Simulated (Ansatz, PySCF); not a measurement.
CH2, SMILES [CH2], multiplicity 3. Atoms are numbered in the order given.

```xyz
3

C      0.0000     0.0000    -0.1111
H      0.0000    -0.9937     0.3098
H      0.0000     0.9937     0.3098
```
Charge 0, spin multiplicity 3.

The structure is a stationary point at r2SCAN-D4/def2-TZVPD. The isomer is the one that the SMILES or the coordinates give; other isomers of the formula were not compared.

Two levels are set side by side: PBE-D3(BJ)/def2-TZVPD (Ansatz, a program for electronic structure) and r2SCAN-D4/def2-TZVPD (PySCF). Each level has its own optimised geometry; the coordinates shown are those of the second. Frequencies come from the Hessian of PySCF at each geometry. Differences are taken from unrounded values.

```
quantity                            r2SCAN-D4  PBE-D3(BJ)  PBE-D3(BJ) minus r2SCAN-D4
----------------------------------  ---------  ----------  --------------------------
mean bond length (Å)                    1.079       1.086                       0.007
bond C1–H2 (Å)                          1.079       1.086                       0.007
bond C1–H3 (Å)                          1.079       1.086                       0.007
highest harmonic wavenumber (cm⁻¹)       3368        3308                         -60
mean harmonic wavenumber (cm⁻¹)          2521        2461                         -60
zero-point energy (kcal/mol)            10.81       10.55                       -0.26
```
